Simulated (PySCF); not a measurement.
Consider 2-cyano-2-propyl radical, `C[C](C)C#N` (C4H6N•, doublet). Optimised structure (Å), atoms numbered from 1:
```
C     1.3445    0.0273    0.2406
C    -0.1064    0.2823    0.0035
C    -1.0266   -0.8627   -0.2590
C    -0.5981    1.5863    0.0161
N    -1.0116    2.6828    0.0277
H     1.9029    0.9514    0.4368
H     1.4831   -0.6531    1.0990
H     1.7976   -0.4731   -0.6335
H    -2.0648   -0.5378   -0.4032
H    -0.7076   -1.4170   -1.1594
H    -0.9991   -1.5815    0.5786
```

These are calculated values, ωB97X-D3(BJ)/ma-def2-TZVP in PySCF (grid level 2) at geometries from PBE0-D3(BJ)/ma-def2-SVP. ωB97X-D3(BJ) is ωB97X-V with D3(BJ) in place of VV10. Zero-point and thermal terms (298.15 K, 1 bar) come from unscaled GFN2-xTB harmonic frequencies, with soft modes damped to free rotors in the entropy. These were taken at the GFN2-xTB minima.

**Question.** What are the vertical and the adiabatic ionisation energy for forming the singlet cation?

**Answer.** 8.66 eV vertical and 8.44 eV adiabatic, the latter with zero-point energy.

**Question.** What oxidation potential follows in DMF (IEF-PCM), given that Fc+/Fc comes at 4.54 V absolute with this functional and basis?

**Answer.** In the gas phase ΔG of oxidation is 8.436 eV, and solvation is -27.1 kJ/mol for the parent and -270.9 kJ/mol for the product, so the absolute potential is 5.91 V, or 1.37 V against Fc+/Fc. Fc+/Fc in DMF, 4.54 V, is ωB97X-D3(BJ)/ma-def2-TZVP on PBE0-D3(BJ)/def2-SVP structures with GFN2-xTB thermal terms. Benchmark calculations put it near 5.0 V in acetonitrile and DMSO, so it is about 0.5 V low, and the value against it can read up to that much too high. The solvent is electrostatics only, on gas-phase structures; the absolute scale refers to an electron at rest in vacuum.

**Question.** What are the vertical and the adiabatic electron affinity for forming the singlet anion?

**Answer.** 0.97 eV vertical and 1.05 eV adiabatic, the latter with zero-point energy.

**Question.** What reduction potential follows in DMF (IEF-PCM), given that Fc+/Fc comes at 4.54 V absolute with this functional and basis?

**Answer.** In the gas phase −ΔG of reduction is 1.044 eV, and solvation is -27.1 kJ/mol for the parent and -244.0 kJ/mol for the product, so the absolute potential is 3.29 V, or -1.25 V against Fc+/Fc. Fc+/Fc in DMF, 4.54 V, is ωB97X-D3(BJ)/ma-def2-TZVP on PBE0-D3(BJ)/def2-SVP structures with GFN2-xTB thermal terms. Benchmark calculations put it near 5.0 V in acetonitrile and DMSO, so it is about 0.5 V low, and the value against it can read up to that much too high. The solvent is electrostatics only, on gas-phase structures; the absolute scale refers to an electron at rest in vacuum.
